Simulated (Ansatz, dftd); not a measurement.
Reaction: Cl2 (molecular chlorine, SMILES ClCl) → 2 Cl (doublet) (the Cl-Cl bond breaks)
Each species at its own B3LYP-D3(BJ)/def2-TZVP minimum (Ansatz, a first-principles code).

Wanted: bond dissociation energy (electronic), in kcal/mol. UHF or UKS for unpaired electrons; spin-orbit terms are left out. Cores are frozen in correlated methods. Rows without X2C or -DK are non-relativistic. CBS(X,Y): correlation extrapolated as X^-3, Hartree-Fock from the larger set (Q,5: extrapolated as (X+1)exp(-9√X)). A bracket is a step between two methods taken in the basis named. The functionals are non-relativistic, so their misses hold any scalar relativity. Double hybrids freeze cores in their MP2 part. '+ core + X2C': CCSD(T) terms for core correlation (cc-pwCVTZ, 1s frozen past Ne) and scalar relativity (cc-pVTZ-DK).

Compared with CCSD(T)/CBS(cc-pV(Q+d)Z,cc-pV(5+d)Z) + [CCSDT(Q) - CCSD(T)]/cc-pV(Q+d)Z + [CCSDTQ - CCSDT(Q)]/cc-pV(D+d)Z + core + X2C (Ansatz): 59.8 kcal/mol.

Costs are rough ratios of core time, to one figure, on one kind of shared machine, summed over the single points of the molecules; atoms, geometries and frequencies are left out. The first row took roughly 1 core seconds; short runs hold start-up time.

```json
[
 {"level": "PBE0-D3(BJ)/def2-TZVPD", "program": "Ansatz + dftd3", "cost relative to the first row": "1", "difference (kcal/mol)": "0.2"},
 {"level": "PBE0/def2-TZVPD", "program": "Ansatz", "cost relative to the first row": "1", "difference (kcal/mol)": "-0.4"},
 {"level": "B2GP-PLYP/def2-TZVPD", "program": "Ansatz", "cost relative to the first row": "2", "difference (kcal/mol)": "-5.3"},
 {"level": "CCSD(T)/CBS(cc-pV(Q+d)Z,cc-pV(5+d)Z) + core + X2C", "program": "Ansatz", "cost relative to the first row": "70", "difference (kcal/mol)": "-0.1"},
 {"level": "CCSD(T)/CBS(cc-pV(Q+d)Z,cc-pV(5+d)Z) + [CCSDT(Q) - CCSD(T)]/cc-pV(T+d)Z + core + X2C", "program": "Ansatz", "cost relative to the first row": "200", "difference (kcal/mol)": "0.0"},
 {"level": "CCSDTQ/cc-pV(D+d)Z", "program": "Ansatz", "cost relative to the first row": "500", "difference (kcal/mol)": "-16.1"},
 {"level": "CCSD(T)/CBS(cc-pV(Q+d)Z,cc-pV(5+d)Z) + [CCSDT(Q) - CCSD(T)]/cc-pV(T+d)Z + [CCSDTQ - CCSDT(Q)]/cc-pV(D+d)Z + core + X2C", "program": "Ansatz", "cost relative to the first row": "700", "difference (kcal/mol)": "0.0"}
]
```

The dearest row costs roughly 700 times the first. Costs within a factor of two don't rank. The table holds for this case alone.
